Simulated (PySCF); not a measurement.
Numbering as in the mapped SMILES `[CH3:1][CH2:2][OH:3]`. Hydrogens are named by the atom that carries them.

GIAO PBE0/pcSseg-1 shifts (PySCF 2.14.0 with density-fitted response routines, gas phase, non-relativistic, equivalent atoms averaged), each against references optimised in the same way as the molecule (TMS, H2O).

On the GFN2-xTB geometry: C2 63.2, C1 22.3, O3 49.7, H(C2) 3.93, H(C1) 1.18, H(O3) -0.14 ppm.

Question: What changes on the PBE0-D3(BJ)/def2-SVP geometry?

Answer: 
| atoms | δ (ppm) | change |
| --- | --- | --- |
| C2 | 60.6 | -2.6 |
| C1 | 21.8 | -0.5 |
| O3 | 47.5 | -2.2 |
| H(C2) | 3.61 | -0.32 |
| H(C1) | 1.12 | -0.06 |
| H(O3) | -0.50 | -0.36 |

Bonds between heavy atoms that differ most (equivalent bonds averaged): C1–C2 1.525 → 1.516 Å, C2–O3 1.408 → 1.403 Å. Mean change of bonds to hydrogen: C–H +0.012 Å, O–H -0.001 Å.
